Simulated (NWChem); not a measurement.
# Correlation energy of B (+1)

```xyz
1

B      0.0000     0.0000     0.0000
```
Charge +1, spin multiplicity 1.

Everything below was run with NWChem.

Basis set: 6-311G**. Each correlation energy counts from its own Hartree-Fock reference.

The correlated methods keep 1 core orbital frozen. The Pople sets run with spherical d functions. No row is a measurement; the coupled-cluster row has its own basis-set and correlation limits.

Order these methods by the correlation energy they give, lowest first: CCSD, SCS-MP2, MP2.

CCSD (-59.8 mHa), SCS-MP2 (-41.3 mHa), MP2 (-34.4 mHa)
